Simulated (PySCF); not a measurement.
Compound: CF₄.
Bonds: F1–C2, C2–F3, C2–F4, C2–F5.

The same species was optimised twice, with GFN2-xTB and with PBE0-D3(BJ)/def2-SVP (PySCF), and the same property calculations (PySCF, gas phase) were run on both structures.

```tsv
coordinate	GFN2-xTB	PBE0-D3(BJ)/def2-SVP	change
C2–F3 (Å)	1.314	1.316	+0.002
C2–F4 (Å)	1.314	1.316	+0.002
F1–C2 (Å)	1.314	1.316	+0.002
C2–F5 (Å)	1.314	1.316	+0.002
F1–C2–F4 (°)	109.5	109.4	-0.1
F1–C2–F5 (°)	109.5	109.5	0.0
F4–C2–F5 (°)	109.5	109.4	-0.1
F3–C2–F4 (°)	109.5	109.5	0.0
F1–C2–F3 (°)	109.5	109.5	0.0
F3–C2–F5 (°)	109.5	109.5	0.0
```

Rotational constants: A = 5778, B = 5777, C = 5777 MHz (GFN2-xTB) against A = 5765, B = 5763, C = 5759 MHz (PBE0-D3(BJ)/def2-SVP). Point groups within 0.08 Å: Td and Td. Atoms that the bonding makes alike are paired by their places after alignment.

On the GFN2-xTB structure: HOMO (eV) -12.63 [PBE0/pcSseg-1]; LUMO (eV) 4.86 [PBE0/pcSseg-1]; GIAO shielding of F1/F3/F4/F5 (mean) (ppm) 250.8 [PBE0/pcSseg-1]; GIAO shielding of C2 (ppm) 57.6 [PBE0/pcSseg-1].

**Question.** What do these properties become on the PBE0-D3(BJ)/def2-SVP structure?

**Answer.** 
| property | level | on GFN2-xTB | on PBE0-D3(BJ)/def2-SVP | change |
| --- | --- | --- | --- | --- |
| HOMO (eV) | PBE0/pcSseg-1 | -12.63 | -12.63 | 0.00 |
| LUMO (eV) | PBE0/pcSseg-1 | 4.86 | 4.79 | -0.07 |
| energy, GFN2-xTB geometry as zero (kcal/mol) | PBE0/pcSseg-1 | 0.0 | 0.0 | 0.0 |
| GIAO shielding of F1/F3/F4/F5 (mean) (ppm) | PBE0/pcSseg-1 | 250.8 | 249.7 | -1.1 |
| GIAO shielding of C2 (ppm) | PBE0/pcSseg-1 | 57.6 | 57.1 | -0.5 |

The heavy atoms differ by 0.002 Å rms after alignment (one structure mirrored). Among all bonds F1–C2, C2–F3, C2–F4 and C2–F5 change most and about equally (+0.002 Å). Changes are differences of the printed values. Neither structure is proved a minimum here.
